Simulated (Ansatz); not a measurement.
Input file:

```yaml
crystal:
  periodic: [false, false, false]
  atoms:
    - {symbol: Ge, position_ang: [-0.000008, -0.121823, 2.729775]}
    - {symbol: Ge, position_ang: [-0.000015, -0.054440, 0.398639]}
    - {symbol: N, position_ang: [-0.000002, -0.335637, -1.280045]}
    - {symbol: H, position_ang: [0.000025, 0.511900, -1.848369]}
basis:
  gaussian: {orbitals: cc-pVDZ}
magnetization: {spin_polarized: true, initial_magnetization: 2}
correlation: {method: ccsdt_q, electrons: outside_noble_gas}
```

```sh
$ ansatz run in.yaml --threads 1 --pin off --events-out ev --progress --plain --max-ram 2393MiB
```

Output:

```
1432 factors; integrals over basis functions are off by at most 1.6e-7 eV
mean field evaluation 1: about -114435.9278 eV, gradient 2.9e1 eV
mean field evaluation 2: about -114435.9704 eV, gradient 2.9e1 eV
mean field evaluation 4: about -114440.7131 eV, gradient 3.2e0 eV
mean field evaluation 8: about -114440.9145 eV, gradient 5.0e-1 eV
mean field evaluation 16: about -114441.0115 eV, gradient 1.1e-1 eV
mean field evaluation 32: about -114440.9078 eV, gradient 4.5e-1 eV
mean field evaluation 64: about -114438.3263 eV, gradient 9.6e0 eV
mean field evaluation 96: about -114439.7335 eV, gradient 1.4e0 eV
mean field evaluation 128: about -114435.4151 eV, gradient 1.4e1 eV
mean field evaluation 160: about -114440.6182 eV, gradient 7.6e-1 eV
...
mean field -114441.01216492 eV, -4205.6296261568 hartree, gradient 2.4e-6 eV, S^2 2.293434; 15 other end points of the search recorded, 0 dependent functions left out
determinant -114441.01216492 eV, -4205.6296261568 hartree, with singles and doubles -114449.99441964 eV, -4205.9597179291 hartree
determinant -114439.49903583 eV, -4205.5740196883 hartree, with singles and doubles -114447.78733909 eV, -4205.8786092150 hartree
determinant -114439.33639020 eV, -4205.5680425716 hartree, with singles and doubles -114447.84581683 eV, -4205.8807582324 hartree
determinant -114438.93150966 eV, -4205.5531634864 hartree, with singles and doubles -114447.35102866 eV, -4205.8625751026 hartree
determinant -114438.54628678 eV, -4205.5390068065 hartree, with singles and doubles -114447.39981040 eV, -4205.8643677982 hartree
29 core orbitals not correlated: weight in the atoms' cores, before any rotation towards them, 0.996 or more for the frozen orbitals, at most 0.004 for the correlated occupied ones
reference -114441.01216492 eV, -4205.6296261568 hartree; 8, 6 occupied and 36, 38 virtual orbitals, 1432 factors
second order -7.86433771 eV of doubles, -0.00000000 eV of singles
...
cycle  14  -9.51683896 eV  change    1.6e-4 eV  update   1.5e-4
cycle  15  -9.51684682 eV  change   -7.9e-6 eV  update   8.2e-5
cycle  16  -9.51694910 eV  change   -1.0e-4 eV  update   5.4e-5
cycle  17  -9.51696153 eV  change   -1.2e-5 eV  update   3.0e-5
cycle  18  -9.51696857 eV  change   -7.0e-6 eV  update   1.9e-5
cycle  19  -9.51698156 eV  change   -1.3e-5 eV  update   1.1e-5
cycle  20  -9.51697724 eV  change    4.3e-6 eV  update   5.6e-6
cycle  21  -9.51697334 eV  change    3.9e-6 eV  update   3.0e-6
cycle  22  -9.51697438 eV  change   -1.0e-6 eV  update   1.9e-6
cycle  23  -9.51697536 eV  change   -9.8e-7 eV  update   1.3e-6
perturbative correction -0.06864554 eV, -0.0025226769 hartree
Total energy: -114450.59778582 eV, -4205.9818912274 hartree
```

The determinant's ⟨S²⟩ is 2.29 against 2.00 for a pure state. The T1 diagnostic is 0.069.

Ran on 1 thread of Arm Neoverse V1, shared host: 3.8 min wall, 0.83 GiB peak host memory.
